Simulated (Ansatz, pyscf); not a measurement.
HO–SiH: [singlet] → silanone (O=SiH₂), a hydrogen shift on the singlet surface: H–O broken, H–Si formed. Optimised with ωB97X-D3(BJ)/def2-SVP in PySCF. Wave-function energies: Ansatz (a quantum-chemistry and plane-wave program), frozen core, RHF or UHF references. In kJ/mol, from the reactant's lowest minimum found.

```csv
level,barrier,reaction energy
r²SCAN/def2-TZVP,222.71,-11.54
B3LYP-D3(BJ)/def2-TZVP,246.26,+0.95
CCSD(T)/cc-pV(D+d)Z,265.20,+8.00
CCSDT(Q)/cc-pV(D+d)Z,259.78,+6.32
CCSD(T)/cc-pV(T+d)Z,254.30,+6.47
CCSD(T)/cc-pV(Q+d)Z,250.91,+3.78
```

In cc-pV(D+d)Z, going from CCSD(T) to CCSDT(Q) shifts the barrier by -5.42 and the reaction energy by -1.68 kJ/mol. With HF in the quadruple-zeta basis and the correlation energy extrapolated as X⁻³ from X = 3, 4, CCSD(T) gives 250.51 and +2.79; adding the double-zeta shift gives ΔE‡ = 245.09 and ΔE = +1.11 kJ/mol, without core correlation, relativity or geometry relaxation at these levels. The same reactants have a lower exit, to O=Si: [singlet] + H₂ (barrier +179.41 kJ/mol at ωB97M-D3(BJ), against +264.04 kJ/mol here). One saddle was located; it need not be the lowest between these sides. The CCSD(T) − MP2 part came from Ansatz, without density fitting, on the same reference.
